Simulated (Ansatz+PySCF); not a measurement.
Values are calculated unless marked as measured or tabulated.
## Ansatz (development build ahead of 0.2.0) run

```yaml
crystal:
  periodic: [false, false, false]
  atoms:
    - { symbol: C, position_ang: [0.79045, 0.03592, -0.03466] }
    - { symbol: C, position_ang: [-0.39872, 0.66373, 0.04629] }
    - { symbol: C, position_ang: [-0.38667, -0.63961, 0.02561] }
    - { symbol: H, position_ang: [1.9121, -0.0116, -0.03779] }
    - { symbol: H, position_ang: [-0.91236, 1.62944, 0.04117] }
    - { symbol: H, position_ang: [-0.90895, -1.66799, -0.00073] }
basis:
  gaussian: { orbitals: def2-SVP }
total_charge: 1
magnetization:
  spin_polarized: true
hamiltonian:
  xc: pbe0
scf:
  omitted_lower_state_checks: [starts, atomic_configurations, cluster_reference, orbital_swaps, given_window_search, neighbouring_geometries, increment]
```

The input is written out in the form of the current development build from the run's settings.

Output:

```json
{
  "Converged": "yes",
  "Total energy": "-115.49554 hartree",
  "Spin squared of the determinant": "0.000",
  "Stability test": "minimum"
}
```
